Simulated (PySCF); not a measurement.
C2H4Al (charge -1).
Cartesian coordinates in Å at the PBE0-D3(BJ)/def2-SVP level; atoms count from 1:
```
atom  x, y, z in Å
C1     2.0496   -0.1987   -0.2924
C2     0.8336   -0.1313   -0.1421
Al3   -1.1552   -0.0071    0.0885
H4     3.1149   -0.2580   -0.4223
H5    -1.7309    1.0874   -0.9887
H6    -1.8040   -1.4869   -0.1929
H7    -1.4707    0.4761    1.6237
```

Computed with PySCF at PBE0/pcSseg-1, non-relativistic, on one gas-phase PBE0-D3(BJ)/def2-SVP geometry that isn't relaxed in the solvent. The solvent is an IEF-PCM continuum (van der Waals radii × 1.2). Specific hydrogen bonds and non-electrostatic terms are outside this model.

Gas phase at PBE0/pcSseg-1: HOMO -2.45 eV, LUMO 5.33 eV.

Q: What does the continuum do to the energy and the frontier levels at PBE0/pcSseg-1 in chloroform and tetrahydrofuran?

A: 
| solvent | ε | E(solvent) − E(gas) (kJ/mol) | polarisation term (kJ/mol) | distortion of the solute (kJ/mol) | HOMO (eV) | LUMO (eV) |
| --- | --- | --- | --- | --- | --- | --- |
| chloroform | 4.711 | -185.95 | -189.91 | 3.96 | -6.22 | 1.79 |
| tetrahydrofuran | 7.426 | -205.37 | -210.53 | 5.16 | -6.60 | 1.44 |

The first energy column is the sum of the next two and covers electrostatics alone. From chloroform to tetrahydrofuran the lowering changes by a factor 1.10, Born's factor 1 − 1/ε by 1.10 and ε itself by 1.6.

Q: Which radius a makes Born's formula ΔE = −(q²/2a)(1 − 1/ε) give the value in tetrahydrofuran?

A: a = q²(1 − 1/ε)/(2|ΔE|) = 2.93 Å, with q = -1 e and |ΔE| = 0.0782 Eh; the farthest nucleus lies 3.17 Å from the centroid of the nuclei. The formula assumes a point charge at the centre of a sphere.

Q: Which Hirshfeld charges (PBE0/pcSseg-1) respond most in chloroform (means over atoms taken as equivalent)?

A: 
```csv
atoms,environment,gas (e),solvent (e),change
C2,alkyne carbon,-0.226,-0.255,-0.029
H4,alkyne hydrogen,+0.047,+0.074,+0.027
C1,terminal alkyne carbon,-0.218,-0.193,+0.025
H5/H6/H7,Al–H hydrogen,-0.246,-0.253,-0.007
Al3,aluminium bonded to C and 3 H,+0.136,+0.134,-0.002
```
